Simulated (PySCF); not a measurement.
Reaction (SMILES): N (NH3) + H+ → [NH4+]
B3LYP-D3(BJ)/def2-TZVP geometries, fixed; electronic energies without zero-point terms; positive where energy is released.
Largest species:
```xyz
5

N      0.0000     0.0000     0.0000
H      0.0143     0.9619    -0.3540
H      0.8334    -0.4977    -0.3293
H     -0.8403    -0.4774    -0.3416
H     -0.0074     0.0132     1.0249
```
Charge +1, spin multiplicity 1.

Effect of the grid level at wB97M-V/aug-cc-pVTZ with PySCF, against the last row, where the proton affinity is 209.20 kcal/mol.

```
setting         grid points, largest species  largest shift of a total energy (mEh)  shift of the proton affinity (kcal/mol)
--------------  ----------------------------  -------------------------------------  ---------------------------------------
grids.level: 0                          3544                                 -5.277                                    1.187
grids.level: 1                         15008                                 -0.009                                   -0.003
grids.level: 2                         32480                                  0.001                                    0.000
grids.level: 3                         53136                                  0.000                                    0.000
grids.level: 4                         90712                                  0.000                                    0.000
grids.level: 5                        136280                                  0.000                                    0.000
grids.level: 7                        285600                                  0.000                                    0.000
```

Within 0.3 kcal/mol in the proton affinity: grids.level: 1; grids.level: 2; grids.level: 3; grids.level: 4; grids.level: 5. The largest shift is 5.277 mEh in a total energy and 1.187 kcal/mol in the difference.
